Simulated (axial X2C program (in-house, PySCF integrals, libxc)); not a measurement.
**HF: cheaper levels and CCSD(T), with spin–orbit coupling**

Computed with an axial X2C code built on PySCF integrals. Two-component (2c) means X2C with spin–orbit coupling and atomic mean-field two-electron Coulomb and Gaunt terms. Basis: F dyall-av3z [7s6p3d2f], H dyall-v3z [6s2p1d] (cores contracted in-house); Gaussian nuclei, density fitting, unrestricted open shells. Masses: F 18.998 u, H 1.008 u.

State: Ω = 0 (closed shell); fragments F + H.

```
 level  Re (Å)  ωe (cm⁻¹)  De (eV)
  PBE0   0.919     4144.1     5.92
    HF   0.898     4464.9     4.18
   MP2   0.922     4110.8     6.19
  CCSD   0.918     4156.9     5.91
PBEsol   0.932     3971.4     6.45
```

Correlated methods: 8 electrons correlated (number of frozen shells: F 1 s; H none), 128 virtual spin orbitals or spinors in MP2, 86 natural virtuals in coupled cluster.

CCSD(T), same Hamiltonian and basis:

Re = 0.921 Å, ωe = 4111.3 cm⁻¹, De = 5.99 eV; T1 = 0.008 (Lee–Taylor normalisation).

Task: Give the differences from CCSD(T) in the columns below.

Result: 

```csv
level,ΔRe (Å),Δωe (cm⁻¹),ΔDe (eV)
PBE0,-0.002,33,-0.07
HF,-0.023,354,-1.81
MP2,0.001,0,0.20
CCSD,-0.003,46,-0.08
PBEsol,0.011,-140,0.46
```

Occupations by symmetry block were frozen at the best pattern of an incomplete PBE0 search. Closed shells are restricted here (equal orbitals for both partners); the stretched side of such a curve lies too high. De is counted from the lowest determinant-based energies of the atoms at the same level, without counterpoise correction. Coupled cluster ran in a truncated set of natural virtual spinors; the MP2 energy of the rest was added. (T) has no such correction and the atoms are truncated less, which lowers De at CCSD(T) by a hundredth of an eV or more. The 2c atoms are single determinants rather than J levels; their spin–orbit lowering is only partly caught, and De is too large by that part. This holds for PBE0, PBEsol. The functionals have no current-density term, which raises determinants with orbital currents, atoms included.
